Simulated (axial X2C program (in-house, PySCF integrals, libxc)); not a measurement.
# NaSi⁺: cheaper levels and CCSD(T), with spin–orbit coupling

Calculated with an in-house relativistic program for diatomic molecules. Two-component (2c) means X2C with spin–orbit coupling and atomic mean-field two-electron Coulomb and Gaunt terms. Basis: Si dyall-v3z [8s7p2d1f], Na dyall-cv3z [9s8p5d2f] (cores contracted in-house); Gaussian nuclei, density fitting, unrestricted open shells. Masses: Si 27.977 u, Na 22.990 u.

State: Ω = 2 (⟨Sz⟩ = 1.00, ⟨Lz⟩ = 1.00 at HF); fragments Si + Na+.

| level | Re (Å) | ωe (cm⁻¹) | De (eV) |
| --- | --- | --- | --- |
| PBE0 | 3.128 | 148.6 | 0.500 |
| HF | 3.200 | 142.8 | 0.371 |
| MP2 | 3.145 | 147.9 | 0.490 |
| CCSD | 3.147 | 147.9 | 0.481 |
| PBE | 3.145 | 144.1 | 0.527 |

Correlated methods: 12 electrons correlated (number of frozen shells: Si 2 s, 1 p; Na 1 s), 192 virtual spin orbitals or spinors in MP2, 90 natural virtuals in coupled cluster.

CCSD(T), same Hamiltonian and basis:

Re = 3.143 Å, ωe = 148.3 cm⁻¹, De = 0.48 eV; T1 = 0.006 (Lee–Taylor normalisation).

Task: Give the differences from CCSD(T) in the columns below.

Result: 

```
level  ΔRe (Å)  Δωe (cm⁻¹)  ΔDe (eV)
 PBE0   -0.015         0.3      0.02
   HF    0.057        -5.5     -0.11
  MP2    0.002        -0.4      0.01
 CCSD    0.004        -0.4      0.00
  PBE    0.002        -4.2      0.05
```

Occupations by symmetry block were frozen at the best pattern of an incomplete PBE0 search. De is counted from the lowest determinant-based energies of the atoms at the same level, without counterpoise correction. Density functionals use the spin component along the axis (collinear). CCSD and (T) use frozen natural virtuals with an MP2 correction for the truncation; (T) itself is uncorrected, so its De runs slightly low. The 2c atoms are single determinants rather than J levels; their spin–orbit lowering is only partly caught, and De is too large by that part. This holds for PBE0, MP2, CCSD, PBE, CCSD(T). Other states lie close and PBE0, whose exact exchange favours high spin, may order them wrongly; the determinant shown need not be the ground state. The nearest other 2c determinant of the search, Ω = 1, lies 0.25 eV up at the distance of the search. The functionals have no current-density term, which raises determinants with orbital currents, atoms included. The atomic limit has a lower orbital projection than the molecule and lies lower at mean-field level, so De may be about a tenth of an eV too small. With several unpaired electrons one determinant need not be a pure state. Open-shell Ω = 0 determinants with evenly filled partner blocks cannot be reached by this program, so the Ω shown need not be the lowest component. At some level and bond length an empty orbital lies below a filled one.
